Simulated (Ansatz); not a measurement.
C2H6O beside C2H6S: one fragment in the basis of the whole pair (the partner's atoms are ghosts).

Input (in.yaml):

```yaml
crystal:
  periodic: [false, false, false]
  atoms:
    - {symbol: C, position_ang: [-1.099749, 0.923403, 2.140298]}
    - {symbol: S, position_ang: [-0.661716, -0.817079, 2.047028]}
    - {symbol: C, position_ang: [1.106309, -0.653478, 1.769848]}
    - {symbol: H, position_ang: [-0.622824, 1.400818, 2.998830]}
    - {symbol: H, position_ang: [-2.181649, 0.977702, 2.266819]}
    - {symbol: H, position_ang: [-0.816740, 1.440255, 1.221716]}
    - {symbol: H, position_ang: [1.596206, -0.193179, 2.630473]}
    - {symbol: H, position_ang: [1.507227, -1.659027, 1.636263]}
    - {symbol: H, position_ang: [1.297587, -0.063595, 0.871847]}
basis:
  gaussian:
    orbitals: "def2-TZVPPD.json"
    ghost_atoms:
      - {symbol: C, position_ang: [0.294640, -0.909384, -2.358290]}
      - {symbol: C, position_ang: [-0.541777, 0.122091, -1.635172]}
      - {symbol: O, position_ang: [0.241162, 1.163095, -1.072484]}
      - {symbol: H, position_ang: [-0.336776, -1.712762, -2.746358]}
      - {symbol: H, position_ang: [1.031987, -1.348429, -1.682697]}
      - {symbol: H, position_ang: [0.826850, -0.466884, -3.206611]}
      - {symbol: H, position_ang: [-1.059456, -0.338129, -0.790659]}
      - {symbol: H, position_ang: [-1.303432, 0.537718, -2.308818]}
      - {symbol: H, position_ang: [0.722250, 1.596665, -1.782034]}
hamiltonian: {xc: {name: wB97X-V}}
```

The basis file named in the input lies beside it (Basis Set Exchange, JSON).

Run by:

```bash
ansatz run in.yaml --threads 2 --pin off --events-out ev --progress --plain --max-ram 22528MiB --backend cuda --devices 0, --max-vram 18GiB
```

Output of Ansatz 0.2.0:

```
Functional definition: wB97X-V
  name "wB97X-V"
  cite "Mardirossian & Head-Gordon, Phys. Chem. Chem. Phys. 16, 9904 (2014) doi:10.1039/C3CP54374A"
  cite "Becke, J. Chem. Phys. 107, 8554 (1997) doi:10.1063/1.475007"
  cite "Vydrov & Van Voorhis, J. Chem. Phys. 133, 244103 (2010) doi:10.1063/1.3521275"
  parameter omega = 0.3/bohr
  parameter cx = 0.167
  parameter cx1 = 0.603
  parameter cx2 = 1.194
  parameter css0 = 0.556
  parameter css1 = -0.257
  parameter cos0 = 1.219
  parameter cos1 = -1.850
  parameter b = 6.0
  parameter c = 0.01
  exchange = spin_sum(e_x_unif_sr(omega)*poly(b97_u_x, 1 - cx, cx1, cx2)) + cx*exact_x_sr(omega) + exact_x_lr(omega)
  correlation = spin_sum(e_c_pw_same_spin*poly(b97_u_same, css0, css1))
      + integral(e_c_pw_opposite_spin*poly(b97_u_opposite, cos0, cos1)) + vv10(b, c)
1847 factors; their error is unknown
606 factors; integrals over basis functions are off by at most 2.6e-5 eV
mean field evaluation 1: about -13003.8855 eV, gradient 3.3e1 eV
mean field evaluation 2: about -13005.1607 eV, gradient 2.3e1 eV
mean field evaluation 4: about -13006.3079 eV, gradient 6.7e-1 eV
mean field evaluation 8: about -13006.3113 eV, gradient 5.2e-1 eV
mean field evaluation 16: about -13006.3116 eV, gradient 1.0e-5 eV
mean field -13006.31159953 eV, -477.9731352880 hartree, gradient 1.0e-5 eV, S^2 0.000000; 0 other end points of the search recorded, 0 dependent functions left out
reference -13006.31159682 eV, -477.9731351887 hartree; 17, 17 occupied and 426, 426 virtual orbitals, 1847 factors
Total energy: -13006.31159682 eV, -477.9731351887 hartree
```

The lines “mean field evaluation” count trial sets of orbitals through the whole run, from several starts and some on an approximate energy, so they need not fall steadily or lie above the final value.

The run took 3.5 s on 2 CPU threads of an AMD EPYC 7R13 and a share of one NVIDIA H100 (shared host), with 1.1 GiB of host memory at its peak.
